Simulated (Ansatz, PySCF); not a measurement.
This Ansatz (a first-principles code) input computes a PBE0/def2-TZVPD energy:

Ansatz 0.2 input:
```yaml
crystal:
  periodic: [false, false, false]
  atoms:
    - {symbol: N, position_ang: [-0.00000000, -0.00000000, -0.55206952]}
    - {symbol: N, position_ang: [0.00000000, 0.00000000, 0.55206952]}
basis:
  gaussian:
    orbitals: def2-TZVPD
hamiltonian:
  xc: {name: PBE0}
total_charge: 1
magnetization: {spin_polarized: true, initial_magnetization: 1}
output: {forces: true}
```

### Question
Write an input for the same energy in PySCF and say what it gives.

### Answer

```python
from pyscf import gto, scf, dft

mol = gto.M(
    atom='''
    N    -0.00000000   -0.00000000   -0.55206952
    N     0.00000000    0.00000000    0.55206952
    ''',
    basis='def2-tzvpd',
    charge=1,
    spin=1,
    symmetry='D2h',
    verbose=4,
)

mf = dft.UKS(mol, xc='pbe0').density_fit(auxbasis='def2-universal-jkfit')
mf.grids.level = 3
mf.conv_tol = 1e-9
mf.max_cycle = 100
mf.max_memory = 1500
mf.kernel()
if not mf.converged:
    mf = mf.newton()
    mf.kernel(mf.make_rdm1())
mf.analyze()
```
It gives -108.86825 Eh, and Ansatz -108.86825 Eh, a difference of 0.00 mEh.
